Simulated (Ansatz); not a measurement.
Ansatz (a program for electronic structure) input (B3LYP-D3(BJ)/def2-TZVP):

Ansatz 0.2 input:
```yaml
crystal:
  periodic: [false, false, false]
  atoms:
    - {symbol: Si, position_ang: [0.01683166, 0.01263332, -0.00535779]}
    - {symbol: F, position_ang: [0.91763391, 0.94571394, 0.87168787]}
    - {symbol: F, position_ang: [-0.86337047, -0.88450494, 0.92873396]}
    - {symbol: F, position_ang: [-0.91152467, 0.88346323, -0.91754226]}
    - {symbol: F, position_ang: [0.92136584, -0.89492075, -0.90522572]}
basis:
  gaussian:
    orbitals: def2-TZVP
hamiltonian:
  xc: b3lyp
  dispersion: d3bj
relax: {f_tol: 0.002, max_steps: 150}
```

End of the output:

```
relax step   4: F+E_penalty+E_count = -18758.48854442 eV  Δ(F+E_penalty+E_count) = -1.034e-5 eV  max|allowed force component| = 1.218e-4 eV/Å  Δτ_max = 0.0010 Å  (19 SCF iters, accepted)
integrals: 0.07 GiB planned
885 factors; their error is unknown
mean field: 0.63 GiB planned
mean field evaluation 32: about -18753.3100 eV, gradient 6.3e1 eV
mean field -18758.37210810 eV, -689.3574600914 hartree, gradient 8.1e-5 eV, S^2 0.000000; 1 other end points of the search recorded, 0 dependent functions left out
the calculation of the forces begins
reference -18758.37228276 eV, -689.3574665099 hartree; 25, 25 occupied and 136, 136 virtual orbitals, 885 factors
Total energy: -18758.48871907 eV, -689.3617454657 hartree
Atom 0 at     0.016185     0.012476    -0.005541 Å, force     0.000053     0.000014     0.000015 eV/Å
Atom 1 at     0.918847     0.947835     0.870179 Å, force     0.000063     0.000118    -0.000008 eV/Å
Atom 2 at    -0.864434    -0.887190     0.928100 Å, force    -0.000089    -0.000117    -0.000010 eV/Å
Atom 3 at    -0.912677     0.886377    -0.916633 Å, force    -0.000092     0.000107     0.000003 eV/Å
Atom 4 at     0.923015    -0.897113    -0.903808 Å, force     0.000065    -0.000122    -0.000000 eV/Å
Dipole moment:    -0.000004    -0.000001    -0.000001 e Å
```
